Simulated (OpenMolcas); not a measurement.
# singlet CH5BN+ at 6 levels

Wanted: a comparison of 6 runs (B3LYP/6-31G*, BHLYP/def2-SVPD, BLYP/def2-SVPD, M06-L/def2-SVPD, SVWN5/def2-SVPD, MP2/def2-SVPD) of singlet CH5BN+. 

The results are computed with OpenMolcas 26.06.

1 further run of the same task is left out (set aside as unsound or not needed).

### Step 1. The structure to begin with

CH5BN+: 8 atoms, total charge +1, spin state singlet. As SMILES of the parent species, `B[N]C`. The coordinates come from a PBE0-D4/def2-TZVP relaxation. That shape belongs to the parent species and isn't relaxed for this state.

Bond lengths: B1–N2 1.332 Å, N2–C3 1.390 Å, B1–H4 1.210 Å, B1–H5 1.203 Å, C3–H6 1.096 Å, C3–H7 1.096 Å, C3–H8 1.102 Å. Angles: B1–N2–C3 164.6°, N2–B1–H4 118.7°, N2–B1–H5 121.1°, N2–C3–H6 112.2°, N2–C3–H7 112.2°, N2–C3–H8 109.0°, H4–B1–H5 120.3°, H6–C3–H7 109.2°, H6–C3–H8 107.0°, H7–C3–H8 107.0°.

### Step 2. A single-point energy at B3LYP/6-31G(d) (spherical functions) (run 1)

test.input reads:

```
* CH5BN Kohn-Sham DFT
>>> EXPORT MOLCAS_PRINT=2

&GATEWAY
 BasLib=$CurrDir
 Coord
 8
 bohr
 B     -0.70656860     2.07132881    -1.82358571
 N      0.11054898     0.52080852    -0.01644062
 C      0.64175099    -1.57962207     1.46793925
 H     -1.90446599     1.19487383    -3.56288964
 H     -0.27023084     4.30177255    -1.74157160
 H     -0.18216960    -1.42674322     3.36106689
 H      2.67623014    -1.92411914     1.63518002
 H     -0.19086234    -3.26658058     0.57523263
 Basis=6-31Gs
 Group=NoSym

&SEWARD
 GridInput
 Grid=UltraFine
 End of Grid

&SCF
 Charge=1
 KSDFT=B3LYP
 Thresholds=1e-10 1e-07 1e-07 1e-05
 PrOrbitals=1 2
```

The basis set 6-31G* is read from a file made from the Basis Set Exchange's data (not shown).

On the command line:

```bash
$ export MOLCAS_MEM=1860
$ pymolcas test.input > test.log
```

Log:

```text
--- Start Module: gateway ---
[...]
--- Stop Module: gateway /rc=_RC_ALL_IS_WELL_ ---
--- Start Module: seward ---
[...]
      Basis functions           52
--- Stop Module: seward /rc=_RC_ALL_IS_WELL_ ---
--- Start Module: scf ---
[...]
       Convergence after  19 Iterations
[...]
::    Total KS-DFT energy                            -120.3335802077
[...]
      Total spin, S                                     0.0000000000
[...]
      Total electronic charge=   22.000000
      Total            charge=    1.000000
[...]
      Dipole Moment (debye):
      Origin of the operator (angstrom)=    0.0201    0.1260   -0.0305
                   X= -3.1106E-01               Y= -5.4564E-01               Z= -3.6182E-01           Total=  7.2484E-01
      Center of Charge (angstrom)
[...]
--- Stop Module: scf /rc=_RC_ALL_IS_WELL_ ---
[...]
```

It took 18 s on 1 thread of Arm Neoverse V1, shared host; peak memory 0.38 GiB.

### Step 3. The energy at BHLYP/def2-SVPD (run 2)

input.xyz reads:

```xyz
8

B     -0.373900     1.096100    -0.965000
N      0.058500     0.275600    -0.008700
C      0.339600    -0.835900     0.776800
H     -1.007800     0.632300    -1.885400
H     -0.143000     2.276400    -0.921600
H     -0.096400    -0.755000     1.778600
H      1.416200    -1.018200     0.865300
H     -0.101000    -1.728600     0.304400
```

calc.inp reads:

```
&GATEWAY
BasLib=$CurrDir
Coord=input.xyz
Basis=def2-SVPD
Group=NoSym
&SEWARD
GridInput
Grid=UltraFine
End of Grid
&SCF
Charge=1
KSDFT=HYB_GGA_XC_BHANDHLYP
Thresholds=1e-10 1e-07 1e-07 1e-05
PrOrbitals=1 2
```

The basis set def2-SVPD is read from a file made from the Basis Set Exchange's data (not shown).

On the command line:

```bash
$ export MOLCAS_MEM=1860
$ pymolcas calc.inp > calc.log
```

Log:

```text
--- Start Module: gateway ---
[...]
--- Stop Module: gateway /rc=_RC_ALL_IS_WELL_ ---
--- Start Module: seward ---
[...]
      Basis functions          100
--- Stop Module: seward /rc=_RC_ALL_IS_WELL_ ---
[...]
--- Start Module: scf ---
[...]
       Convergence after  20 Iterations
[...]
::    Total KS-DFT energy                            -120.1573358733
[...]
      Total spin, S                                     0.0000000000
[...]
      Total electronic charge=   22.000000
      Total            charge=    1.000000
[...]
      Dipole Moment (debye):
      Origin of the operator (angstrom)=    0.0201    0.1260   -0.0305
                   X= -2.7390E-01               Y= -4.8352E-01               Z= -3.1815E-01           Total=  6.4034E-01
      Center of Charge (angstrom)
[...]
--- Stop Module: scf /rc=_RC_ALL_IS_WELL_ ---
[...]
```

It took 48 s on 1 thread of Arm Neoverse V1, shared host; peak memory 0.56 GiB.

Runs 3 to 5 aren't shown in full; the table further down has their settings and results.

### Step 4. The energy at MP2/def2-SVPD (run 6)

run.input reads:

```
* CH5BN MP2
>>> EXPORT MOLCAS_PRINT=2

&gateway
 baslib = $CurrDir
 coord
 8
 angstrom
 B       -0.373900       1.096100      -0.965000
 N        0.058500       0.275600      -0.008700
 C        0.339600      -0.835900       0.776800
 H       -1.007800       0.632300      -1.885400
 H       -0.143000       2.276400      -0.921600
 H       -0.096400      -0.755000       1.778600
 H        1.416200      -1.018200       0.865300
 H       -0.101000      -1.728600       0.304400
 basis = def2-SVPD
 group = NoSym

&seward

&scf
 charge = 1
 thresholds = 1e-10 1e-07 1e-07 1e-05
 prorbitals = 1 1

&mbpt2
 frozen = 3
```

The basis set def2-SVPD is read from a file made from the Basis Set Exchange's data (not shown).

On the command line:

```bash
$ export MOLCAS_MEM=1860
$ pymolcas run.input > run.log
```

Log:

```text
--- Start Module: gateway ---
[...]
--- Stop Module: gateway /rc=_RC_ALL_IS_WELL_ ---
[...]
      Basis functions          100
[...]
--- Start Module: scf ---
[...]
       Convergence after  21 Iterations
[...]
::    Total SCF energy                               -119.4430260298
[...]
      Total spin, S                                     0.0000000000
[...]
      Total electronic charge=   22.000000
      Total            charge=    1.000000
[...]
      Dipole Moment (debye):
      Origin of the operator (angstrom)=    0.0201    0.1260   -0.0305
                   X= -1.4570E-01               Y= -5.5761E-01               Z= -8.3572E-02           Total=  5.8236E-01
      Center of Charge (angstrom)
[...]
--- Stop Module: scf /rc=_RC_ALL_IS_WELL_ ---
[...]
--- Start Module: mbpt2 ---
[...]
WARNING!
Default frozen orbitals as non valence orbitals is overwritten by user input.
Default values:   3
[...]
       Reference weight ( Cref**2 )         =        0.88025
::    Total MBPT2 energy                             -119.8241505682
[...]
      Total MBPT2 calculations                           0.33      0.38
--- Stop Module: mbpt2 /rc=_RC_ALL_IS_WELL_ ---
[...]
```

Wall time 13 s (1 thread of Arm Neoverse V1, shared host); peak memory 0.56 GiB.

### Step 5. Overview of the runs

```tsv
run	level	integration grid	frozen core orbitals	energy (Eh)	HOMO energy (eV)	LUMO energy (eV)	HOMO–LUMO gap (eV)	wall time
1	B3LYP/6-31G* (spherical functions)	UltraFine	–	-120.333580	-15.01	-11.81	3.19	18 s
2	BHLYP/def2-SVPD	UltraFine	–	-120.157336	-16.87	-10.56	6.31	48 s
3	BLYP/def2-SVPD	UltraFine	–	-120.200472	-13.70	-12.41	1.29	65 s
4	M06-L/def2-SVPD	UltraFine	–	-120.234393	-14.07	-12.41	1.66	83 s
5	SVWN5/def2-SVPD	UltraFine	–	-119.124897	-13.82	-12.55	1.28	39 s
6	MP2/def2-SVPD	–	3	-119.824151	-19.45	-7.48	11.97	13 s
```

### Step 6. Summary of results

| quantity | value |
| --- | --- |
| run 6: total energy | -119.82415 Eh |
| run 6: HOMO energy (Hartree–Fock orbitals) | -19.45 eV |
| run 6: LUMO energy (Hartree–Fock orbitals) | -7.48 eV |
| run 6: HOMO–LUMO gap (Hartree–Fock orbitals) | 11.97 eV |
| run 6: correlation energy (3 core orbitals frozen) | -381.1 mEh |

Over runs 1, 2, 3, 4, 5 the HOMO–LUMO gap runs from 1.28 eV (SVWN5/def2-SVPD) to 6.31 eV (BHLYP/def2-SVPD). Totals of different functionals can't be ranked against each other. All runs together took 4.4 min, the longest 83 s.
